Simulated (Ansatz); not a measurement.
# BeH (doublet): the correlation ladder, cc-pVDZ

An exercise on one series of results from a longer session: the logs are not shown, and one member is left open.

Program: Ansatz 0.2.0, Gaussian basis. Level of theory: cc-pVDZ, core rule «outside noble gas», up to 1 orbitals frozen. These are calculated values, not measurements.

To be run: UHF; CCSD(T) on ROHF; CCSD(T) on UHF; BCCD(T) on ROHF; CISD; CCSDT on ROHF; CCSDT on UHF; Full CI.

45 further runs of the same task are left out: 3 for a known fault of the program, 1 for a mislabelled method, 41 set aside as unsound or not needed.

### The system

The geometry is an MP2(full)/6-31G* stationary point (not a proven minimum).

2 atoms, charge 0, spin multiplicity 2.

Atoms are counted from 1 here; the program's logs count them from 0.

Bond lengths: Be1–H2 1.348 Å.

Set-up of the first run:

File in.yaml:

```yaml
crystal:
  periodic: [false, false, false]
  atoms:
    - {symbol: Be, position_ang: [0.000000, 0.000000, 0.000000]}
    - {symbol: H, position_ang: [0.000000, 0.000000, 1.348270]}
basis:
  gaussian: {orbitals: cc-pVDZ}
magnetization: {spin_polarized: true, initial_magnetization: 1}
hamiltonian: {xc: hf}
output: {orbitals: {seedname: orbitals}}
```

Started as:

```bash
> ansatz run in.yaml --threads 1 --pin off --events-out ev --progress --plain --max-ram 2502MiB
```

Among the steps run: UHF; CCSD(T) on ROHF; CCSD(T) on UHF; BCCD(T) on ROHF; CISD; CCSDT on ROHF; CCSDT on UHF; Full CI.

One table of the session follows, with a row left open; its other results are not shown here.

| method | from FCI (kJ/mol) |
| --- | --- |
| ROHF | +102.5 |
| UHF | +101.6 |
| RMP2 | +29.9 |
| UMP2 | +29.4 |
| CISD | +1.7 |
| RCCSD | +1.7 |
| UCCSD | ? |
| RCCSD(T) | +0.6 |
| UCCSD(T) | +0.5 |
| BCCD(T) | +0.5 |
| RCCSDT | 0.0 |
| UCCSDT | 0.0 |
| FCI | 0 |

Q: Estimate the row for UCCSD from the others.

The run gave: from FCI (kJ/mol): +1.6. In the column «from FCI (kJ/mol)» it lies between RCCSD(T) (+0.6) and CISD (+1.7).

With the free atoms at the same levels and basis (separate runs), the atomisation energy is 1.969 eV at FCI, 1.963 eV at RCCSD(T), 1.964 eV at UCCSD(T), 2.118 eV at ROHF.

To keep in mind: Levels on UHF freeze UHF's core orbitals, full CI those of ROHF, so the U rows can settle a little off it for that reason alone. Restricted and unrestricted rows rest on different reference determinants; where their highest levels disagree by more than a few hundredths of an eV, they describe different states and don't form one ladder.
